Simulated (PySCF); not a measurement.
Species: CuCl (singlet state).
Geometry (PBE0-D3(BJ)/def2-SVP, Å), atoms numbered from 1 in this order:
```
atom  x, y, z in Å
Cl1    1.0443   -0.0059   -0.0055
Cu2   -1.0388    0.0084   -0.0228
```

Theory: TDDFT B3LYP/def2-SVPD, vertical, gas phase, core orbitals frozen in the response (PySCF).

| state | E (eV) | ν̃ (cm⁻¹) | f | symmetry | main configurations (H = HOMO, L = LUMO) |
| --- | --- | --- | --- | --- | --- |
| S1 | 2.47 | 19950 | 0.0080 | Π | H-1/H→L (≥93%) |
| S2 | 2.47 | 19950 | 0.0080 | Π | H-1/H→L (≥93%) |
| S3 | 2.72 | 21970 | 0.017 | Σ+ | H-2→L (96%) |
| S4 | 2.88 | 23210 | 0.0000 | – | H-3→L (99%) |
| S5 | 2.88 | 23210 | 0.0000 | – | H-4→L (99%) |
| S6 | 4.07 | 32810 | 0.0007 | – | H-5→L (66%), H-6→L (26%) |
| S7 | 4.07 | 32810 | 0.0007 | – | H-6→L (66%), H-5→L (26%) |
| S8 | 5.61 | 45280 | 0.024 | Σ+ | H-7→L (64%), H-1/H→L+1/L+2 (≥25%) |
| S9 | 5.77 | 46520 | 0.0000 | – | H-1/H→L+1/L+2 (≥79%) |
| S10 | 5.77 | 46520 | 0.0000 | – | H-1/H→L+1/L+2 (≥79%) |

Triplets (Tamm–Dancoff): T1 2.07 eV, H-2→L (96%); T2 2.11 eV, H-1/H→L (≥89%); T3 2.11 eV, H-1/H→L (≥89%).

The lowest singlet level (S1/S2) comes at 501 nm (239 kJ/mol) in the visible; it is weak. The most intense listed level is S8 at 5.61 eV (221 nm, f = 0.024), 3.14 eV above S1. S1/S2, S4/S5, S6/S7 and S9/S10 lie within about 0.01 eV of each other in each set; the point group C∞v has degenerate representations, and within a degenerate level the listed configurations can mix freely. For S1 the Löwdin share of copper is 38% in HOMO and 83% in LUMO. Of the 10 states listed, 2 reach f = 0.01 and 4 stay under 0.0005. The oscillator strengths of these states sum to 0.059; summed over the whole spectrum of an exact calculation they would give the number of electrons, 46 (Thomas–Reiche–Kuhn). The listed states span 3.30 eV, and the widest gap between neighbours is 1.55 eV (S7 to S8). 5 computed singlets (S1 to S5) lie in the visible range (380 to 750 nm), the largest f among them at 455 nm, f = 0.017; light of that wavelength is blue, and its complementary colour is yellow; a Tamm–Dancoff triplet lies at 599 nm, without intensity as long as spin–orbit coupling is left out. The vertical ionisation energy (ΔSCF) is 9.99 eV, 4.22 eV above S10. Symmetry labels in C∞v follow from the direction of the transition dipole and are given only for states with f of 0.002 or more. Orbitals of the list HOMO-3 to LUMO+2 that lie within 0.01 eV of each other are written together with a slash and their weights summed (≥ marks a lower bound); for degenerate orbitals outside that list single weights are arbitrary. Singlets were solved by full linear response, triplets in the Tamm–Dancoff approximation.

Hardware: x86-64 server, one thread, no GPU (shared host). Cost: 7.6 s.
